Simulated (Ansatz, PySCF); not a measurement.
Bond stretch in C2H6, SMILES CC, singlet. The C1–H8 bond (C1 also carries C, H, H; H8 carries nothing else) is pulled apart rigidly from the PBE0/def2-TZVP optimised geometry. Each curve is given relative to its own lowest point near equilibrium.

| R / Å | A | B | C |
|---|---|---|---|
| 0.82 | 49.0 | 49.8 | 52.7 |
| 0.88 | 25.5 | 26.2 | 28.1 |
| 0.93 | 13.1 | 13.7 | 14.8 |
| 0.99 | 4.3 | 4.7 | 5.3 |
| 1.02 | 1.9 | 2.2 | 2.6 |
| 1.06 | 0.2 | 0.4 | 0.5 |
| 1.09 | 0.0 | 0.0 | 0.0 |
| 1.12 | 0.5 | 0.3 | 0.2 |
| 1.14 | 1.1 | 0.9 | 0.6 |
| 1.19 | 3.7 | 3.1 | 2.7 |
| 1.25 | 8.3 | 7.3 | 6.6 |
| 1.35 | 18.1 | 16.2 | 15.3 |
| 1.47 | 31.8 | 28.7 | 27.4 |
| 1.64 | 52.0 | 46.8 | 45.5 |
| 1.80 | 70.3 | 62.6 | 62.0 |
| 1.96 | 87.2 | 76.6 | 77.3 |
| 2.19 | 108.6 | 93.0 | 96.4 |
| 2.40 | 125.4 | — | 110.9 |
| 2.67 | 143.6 | — | 125.9 |
| 2.96 | 159.5 | — | 138.5 |
| 3.27 | 173.4 | — | 148.6 |
| 3.79 | 190.9 | — | 160.0 |

Energies in kcal/mol.

Problem. Assign the columns to these levels of theory: CCSD on RHF/cc-pVTZ, frozen core (Ansatz, a first-principles code); Ansatz with RHF/cc-pVTZ; restricted B3LYP/3-21G in PySCF.

Solution. A is RHF; B is RCCSD; C is RKS-B3LYP/3-21G.

A dash means that the run gave no value there, or that the column was ended at a point which the program doubted or which failed a test of continuity chosen for this set; such a test can also cut sound points.

The T1 diagnostic of CCSD on the restricted reference of RCCSD exceeds 0.045 at 2.67 to 3.79 Å. The restricted form behind RKS-B3LYP/3-21G, RHF keeps the bonding electrons paired and can't separate into open-shell fragments.
